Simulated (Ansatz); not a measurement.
Basis-set extrapolation for CH$_{6}$AlN (PBE0-D4/def2-TZVP geometry, frozen core, Ansatz 0.2.0). Multiplicity 1, RHF reference.

```json
{"": "HF", "def2-TZVPP": "-337.756979", "def2-QZVPP": "-337.768919"}
{"": "MP2 correlation", "def2-TZVPP": "-0.481293", "def2-QZVPP": "-0.513747"}
{"": "CCSD(T) correlation", "def2-TZVPP": "-0.535627", "def2-QZVPP": "not run"}
```

Energies in hartree. Use E(X) = E(∞) + A·exp(−7.88·√X) for Hartree–Fock and E(X) = E(∞) + B·X^(−2.97) for correlation, with X = 3 and 4, and add CCSD(T) minus MP2 of the smaller set to the MP2 limit.

Question: What is the CCSD(T) energy at the basis-set limit?

Answer: HF limit: -337.768919 + (-0.011940) × 0.13774 = -337.77056. MP2 limit: -0.513747 + (-0.032454) × 0.74074 = -0.53779. Higher-order term: -0.535627 − (-0.481293) = -0.05433. Total: -338.36268 hartree, 184.0 kJ/mol below CCSD(T)/def2-TZVPP.
